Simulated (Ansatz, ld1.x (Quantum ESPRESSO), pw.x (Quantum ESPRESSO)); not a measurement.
Equation-of-state test of one TM potential (Rb (Z = 37))

ld1.x (Quantum ESPRESSO) 7.5 input, shortened:

```
&input
   title='Rb', zed=37., rel=1, dft='PBESOL', iswitch=3,
   config='[Kr] 4d-2 5s1 5p0'
 /
 &inputp
   pseudotype=2, tm=.true., lloc=-2, rcloc=3.85,
   nlcc=.true., rcore=2.78
 /
3
5S  1  0   1.00   0.00  4.10  4.10  0.0
5P  2  1   0.00   0.00  3.80  3.80  0.0
4D  3  2  -2.00   0.15  3.80  3.80  0.0
 &test
   configts(1)='5s1 5p0'
 /
```

Atomic tests: cutoffs needed: 6 Ry and 6 Ry (the cutoffs (Ry, on a coarse ladder) from which the occupation-weighted sum of valence levels, in a spherical-Bessel basis at the reference potential, stays within 10 and 1 mRy of its value at 400 Ry); ghost test: no extra level below or beside the all-electron valence levels (s, p, d, f tested) (spherical-Bessel basis up to 400 Ry, 20 bohr box); largest excitation error: -8.0 meV (all-electron minus pseudo) for 5s0 5p1, out of 2 test configurations.

Crystal test: bcc Rb in pw.x 7.5, no spin, 8³ k-points, Fermi–Dirac smearing 0.01 Ry, cutoffs 50/200 Ry. The reference is all-electron LAPW (Ansatz 0.2.0) with the same functional, mesh and smearing; V0 and B0 come from Birch–Murnaghan fits to the pressures at five volumes. Errors are pseudo minus all-electron; Δ is the rms difference of the E(V) curves that follow from these fits, minima aligned, over ±6 % about the mean V0. Mesh and smearing are coarse, so the numbers serve the comparison and aren't converged zero-temperature values; the lattice is a test structure that the element need not adopt.

All-electron: a0 = 5.579 Å (V0 = 86.80 Å³/atom), B0 = 2.9 GPa.

Task: How far does the potential miss the all-electron equation of state?

Result: mean pressure error (GPa): -0.03; a0 (Å): 5.561; a0 error (%): -0.31; B0 error (%): +3.8; Δ (meV/atom): 0.5. The logarithmic derivative shows an extra or strongly shifted pseudo pole above the reference energy (s near 1.24 Ry).

```
V (Å³/atom)  P all-electron (GPa)  P pseudo (GPa)
     82.546                  0.16            0.13
     84.719                  0.07            0.05
     86.891                 -0.00           -0.03
     89.063                 -0.07           -0.10
     91.236                 -0.13           -0.16
```

Task: At the middle volume, how do free energy and pressure move when the wave cutoff is lowered (ecutrho kept at four times it)?

Result:

| cutoff (Ry) | shift of F (meV/atom) | shift of P (GPa) |
| --- | --- | --- |
| 22 | +0.5 | -0.00 |
| 30 | +0.2 | -0.00 |
| 40 | +0.0 | +0.00 |

The run at the middle volume (29 k-points, 5 iterations) took about 9.3 s on one core of a shared host (Neoverse-V2, 96 threads, 742 GiB, load 71).
